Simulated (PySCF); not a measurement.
Gas-phase reaction: 3 SiHCl = SiH3Cl + 2 Si + Cl2

Computed with PySCF and rigid-rotor harmonic-oscillator thermochemistry at 1 bar. † marks an energy on the PBE0/def2-TZVP geometry and frequencies; other levels use their own. MP2 and CCSD(T) freeze the core. 6-31G* has spherical d functions here. Open shells (unrestricted): Si (multiplicity 3, electronic degeneracy 9); the rest are closed-shell singlets. Spin-orbit splitting is ignored; it lowers the true energy and changes the entropy of Si. SiHCl: computed as isolated molecules; such fragments, hydroxides, amides, oligomers or adducts are transient or little studied in the gas. MP2 isn't extrapolated to the basis-set limit; its ΔH°(298 K) is 535.4 kJ in def2-SVP and 569.4 kJ in def2-TZVPP. CCSD(T) isn't extrapolated to the basis-set limit; its ΔH°(298 K) is 540.4 kJ in def2-SVP and 569.1 kJ in def2-TZVPP. The harmonic model lacks anharmonicity and excited electronic states, which grow with temperature; levels with a mode under 35 cm⁻¹ are left out.

```json
[
 {"level": "CCSD(T)/def2-SVP†", "ΔE electronic, kJ": "528", "ΔH°(298 K), kJ": "540", "ΔS°(298 K), J/K": "57", "ΔG°(2000 K), kJ": "412"},
 {"level": "CCSD(T)/def2-TZVPP†", "ΔE electronic, kJ": "556", "ΔH°(298 K), kJ": "569", "ΔS°(298 K), J/K": "57", "ΔG°(2000 K), kJ": "441"},
 {"level": "HF/6-31G*", "ΔE electronic, kJ": "401", "ΔH°(298 K), kJ": "414", "ΔS°(298 K), J/K": "56", "ΔG°(2000 K), kJ": "288"},
 {"level": "MP2/def2-TZVPP†", "ΔE electronic, kJ": "556", "ΔH°(298 K), kJ": "569", "ΔS°(298 K), J/K": "57", "ΔG°(2000 K), kJ": "441"},
 {"level": "PBE/def2-SVP", "ΔE electronic, kJ": "586", "ΔH°(298 K), kJ": "598", "ΔS°(298 K), J/K": "57", "ΔG°(2000 K), kJ": "469"},
 {"level": "PBE/def2-TZVP†", "ΔE electronic, kJ": "579", "ΔH°(298 K), kJ": "592", "ΔS°(298 K), J/K": "57", "ΔG°(2000 K), kJ": "464"},
 {"level": "PBE0/def2-SVP†", "ΔE electronic, kJ": "565", "ΔH°(298 K), kJ": "578", "ΔS°(298 K), J/K": "57", "ΔG°(2000 K), kJ": "450"},
 {"level": "PBE0/def2-TZVP", "ΔE electronic, kJ": "560", "ΔH°(298 K), kJ": "572", "ΔS°(298 K), J/K": "57", "ΔG°(2000 K), kJ": "445"},
 {"level": "LDA/def2-TZVP†", "ΔE electronic, kJ": "642", "ΔH°(298 K), kJ": "654", "ΔS°(298 K), J/K": "57", "ΔG°(2000 K), kJ": "526"},
 {"level": "ωB97M-V/def2-TZVP†", "ΔE electronic, kJ": "610", "ΔH°(298 K), kJ": "623", "ΔS°(298 K), J/K": "57", "ΔG°(2000 K), kJ": "495"},
 {"level": "ωB97X-V/def2-TZVP†", "ΔE electronic, kJ": "584", "ΔH°(298 K), kJ": "596", "ΔS°(298 K), J/K": "57", "ΔG°(2000 K), kJ": "468"}
]
```
ΔH° is lowest at HF/6-31G* and highest at LDA/def2-TZVP†. No reference value is set beside these.
